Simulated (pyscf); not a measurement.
Substitution at C: chloride (Cl⁻) + H₃C–I -> chloromethane (H₃C–Cl) + I⁻

Gas phase, singlet surface, charge -1. Bonds broken: C2–I3. Bonds formed: Cl1–C2. PySCF, gas phase, ωB97X-D3(BJ)/def2-SVPD geometries. Correlated levels are frozen-core, on RHF or UHF. ΔMP2 is the change of the MP2 total energy from the triple- to the quadruple-zeta basis.

Transition state (Å):

```xyz
6

Cl    -1.0201    -1.0838    -2.1163
C     -0.4827     0.0025    -0.0560
I      0.1015     1.1833     2.1829
H     -1.3555    -0.4660     0.3790
H      0.4630    -0.5228    -0.0655
H     -0.5788     0.9495    -0.5701
```

One imaginary mode, 422i cm⁻¹; descent along it reached the two sides named, in the forms told below.

```tsv
bond	change	reactant side (Å)	saddle	product side
C2–I3	breaks	2.171	2.598	3.6
Cl1–C2	forms	3.1	2.390	1.811
```

Electronic energies relative to the separated reactants (kcal/mol):

```csv
level,barrier,reaction energy,reverse barrier
ωB97X-D3(BJ)/def2-TZVPD,-2.2,-13.2,11.0
PBE/def2-TZVPD,-10.4,-13.7,3.3
r²SCAN/def2-TZVPD,-10.7,-14.9,4.2
B3LYP-D3(BJ)/def2-TZVPD,-8.8,-13.4,4.6
PBE0-D3(BJ)/def2-TZVPD,-7.8,-15.1,7.4
M06-2X/def2-TZVPD,-6.0,-16.5,10.4
ωB97M-D3(BJ)/def2-TZVPD,-3.5,-14.6,11.2
HF/def2-TZVPD,-0.9,-19.4,18.5
MP2/def2-QZVPPD,-2.7,-12.9,10.2
CCSD/def2-TZVPPD,-1.8,-13.6,11.8
CCSD(T)/def2-TZVPPD,-4.0,-12.7,8.7
CCSD(T)/def2-TZVPPD + ΔMP2(QZVPPD),-4.1,-13.0,9.0
```

With CCSD(T)/def2-TZVPPD + ΔMP2(QZVPPD) energies and thermal terms (ideal gas, 1 atm, RRHO with modes under 100 cm⁻¹ raised to 100, one conformer, R ln 2 for rigid chiral ones), in kcal/mol:

| T (K) | ΔH‡ | ΔG‡ | ΔH | ΔG |
|---|---|---|---|---|
| 298 | -4.5 | 2.8 | -12.4 | -12.1 |
| 600 | -4.6 | 10.1 | -12.6 | -11.8 |
| 900 | -4.7 | 17.5 | -12.7 | -11.4 |
| 1200 | -5.0 | 25.0 | -12.8 | -10.9 |

On the reactant side the descent ends in a bound adduct, 10.5 kcal/mol under the separated species and 8.2 kcal/mol under the saddle at ωB97X-D3(BJ)/def2-TZVPD. On the product side the descent ends in a bound adduct, 8.2 kcal/mol under the separated species and 19.1 kcal/mol under the saddle at ωB97X-D3(BJ)/def2-TZVPD. At ωB97X-D3(BJ), PBE, r²SCAN, B3LYP-D3(BJ), PBE0-D3(BJ), M06-2X, ωB97M-D3(BJ), HF, MP2, CCSD, CCSD(T), CCSD(T) the saddle lies under the separated reactants, which points to a path from their complex (located at ωB97X-D3(BJ) alone). One saddle was located; it need not be the lowest between these sides. The angle at the attacked C is 180°. The CCSD(T) − MP2 part came from Ansatz, without density fitting, on the same reference. The frozen core leaves the outer d or s,p core shells of the metals and heavy elements correlated in the MP2 and CC values, and def2-TZVPP describes them poorly, which can shift differences by a few kcal/mol. Elements past Kr carry the def2 core potentials, without spin-orbit coupling.
